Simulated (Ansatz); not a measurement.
A calculation with Ansatz (development build ahead of 0.2.0).

```yaml
crystal:
  periodic: [false, false, false]
  atoms:
    - { symbol: C, position_ang: [0.0, 0.0, -0.54864] }
    - { symbol: O, position_ang: [0.0, 0.0, 0.8439] }
    - { symbol: H, position_ang: [0.0, -1.11298, -1.15312] }
    - { symbol: H, position_ang: [-0.96387, 0.55649, -1.15312] }
    - { symbol: H, position_ang: [0.96387, 0.55649, -1.15312] }
basis:
  gaussian: { orbitals: cc-pVDZ }
total_charge: -1
hamiltonian:
  xc: hf
correlation:
  method: mp2
  frozen_orbitals: { C: 1, H: 0, O: 1 }
```

The input is written out in the form of the current development build from the run's settings.

Results

| Property | Result |
| --- | --- |
| Converged | yes |
| Reference energy | -114.36553 hartree |
| Correlation energy | -0.35322 hartree |
| Total energy | -114.71875 hartree |
| Spin squared of the determinant | 0.000 |

Caution: no diffuse functions for an anion.
